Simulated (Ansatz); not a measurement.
The parent structure is W in the bcc (W type) structure (space group Im-3m, No. 229).

```
W
1.0
   -1.58492     1.58492     1.58492
    1.58492    -1.58492     1.58492
    1.58492     1.58492    -1.58492
W
1
Direct
  0.00000   0.00000   0.00000
```

Computed with Kohn–Sham DFT with the r2SCAN functional, run in Ansatz (an electronic-structure program) with PAW and 500 eV plane waves, without spin-orbit coupling, earlier PAW set.

Now apply this change: full substitution W → Ta, then cell and atoms are relaxed.

Measured lattice parameter a: W 3.16 Å (static lattice; corrected from measurement; as listed in Daniel Mejia-Rodriguez, S. B. Trickey, Phys. Rev. B (2018)); Ta 3.299 Å (static lattice; corrected from measurement; as listed in Daniel Mejia-Rodriguez, S. B. Trickey, Phys. Rev. B (2018)).

Q: How well does r2SCAN reproduce the measured shift?

A: With r2SCAN the lattice parameter a moves by +0.135 Å (3.170 → 3.305) against +0.139 Å measured.

No phonon test of stability was made. The final runs are not spin-polarised.
